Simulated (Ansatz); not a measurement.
System: body-centred tetragonal In. Method: LDA (plane waves, PAW; Ansatz, a quantum-chemistry and plane-wave program).

Numerical settings: plane-wave cutoff 520 eV, 24×24×24 k mesh, Fermi–Dirac smearing 0.05 eV, scalar-relativistic PAW data made under PBE.

Energies at three volumes about the minimum:

```
V (Å³/atom)  E − E_lowest (meV/atom)
-----------  -----------------------
24.101                          1.62
24.593                          0.00
25.085                          1.45
```

Question: Fit a parabola by hand: where is the minimum, and what is the bulk modulus?

Answer: Slopes: (0.00 − 1.62)/(24.593 − 24.101) = -3.293 and (1.45 − 0.00)/(25.085 − 24.593) = 2.947 meV/Å³. Curvature E″ = 2 × (2.947 − (-3.293))/(25.085 − 24.101) = 12.683 meV/Å⁶. From the middle of the first interval, the slope vanishes at V0 = 24.3470 − (-3.293)/12.683 = 24.607 Å³/atom. B = V0 E″ = 24.607 × 12.683 meV/Å³ × 0.1602 GPa per meV/Å³ = 50.0 GPa. The full Birch–Murnaghan fit to all volumes gives V0 = 24.596 Å³/atom and B0 = 49.8 GPa.

Shape and atoms are relaxed at each volume.

Measured, for comparison: bulk modulus 44.7 GPa, equilibrium volume per atom 25.70 Å³/atom (copied from a table, unchecked, extrapolated to 0 K and zero-point effects removed; as tabulated in Lejaeghere et al. (2013), arXiv:1204.2733). Computed less measured: bulk modulus not scored (unchecked), equilibrium volume per atom not scored (unchecked).
